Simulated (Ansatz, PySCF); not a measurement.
Potential energy curve for H3P, SMILES P. The P1–H4 bond (P1 also carries H, H; H4 carries nothing else) is stretched with both fragments frozen at the PBE0/def2-TZVP optimised geometry.

Computed with: UCCSD(T) = CCSD(T) on UHF/cc-pVTZ, frozen core (Ansatz, a quantum-chemistry and plane-wave program); RCCSD(T) = Ansatz with CCSD(T) on RHF/cc-pVTZ, frozen core; UKS-B3LYP/6-311+G** = unrestricted B3LYP/6-311+G**, spherical d (PySCF).

Energies are in kJ/mol, each relative to the lowest point of its own curve near equilibrium.

```csv
R / Å,UCCSD(T),RCCSD(T),UKS-B3LYP/6-311+G**
1.06,248.3,248.3,250.9
1.12,153.2,153.2,155.6
1.20,70.7,70.7,72.6
1.28,24.7,24.7,26.0
1.33,9.3,9.3,10.1
1.38,1.6,1.6,2.0
1.42,0.0,0.0,0.0
1.47,2.4,2.4,2.0
1.48,3.4,3.4,2.9
1.56,16.1,16.1,14.9
1.64,35.1,35.1,33.3
1.75,67.1,67.1,65.0
1.92,121.6,121.6,120.2
2.13,189.3,186.2,188.6
2.37,255.9,247.4,258.5
2.55,295.2,281.9,294.7
2.85,334.6,—,328.5
3.10,347.8,—,342.3
3.50,354.6,—,352.2
3.82,356.2,—,355.4
4.31,357.0,—,357.3
4.91,357.3,—,357.9
```

At the longest distance, 4.91 Å, UKS-B3LYP/6-311+G** lies highest above its minimum (357.9 kJ/mol) and UCCSD(T) lowest (357.3 kJ/mol).

A dash means that the run gave no value there, or that the column was ended at a point which the program doubted or which failed a test of continuity chosen for this set; such a test can also cut sound points.

The unrestricted determinant behind UCCSD(T) is spin-contaminated at 2.13 to 4.91 Å (<S²> up to 1.0, against 0.00 for a pure singlet). The T1 diagnostic of CCSD on the restricted reference of RCCSD(T) exceeds 0.045 at 2.85 to 4.91 Å. The unrestricted determinant behind UKS-B3LYP/6-311+G** is spin-contaminated at 2.37 to 4.91 Å (<S²> up to 1.0, against 0.00 for a pure singlet).
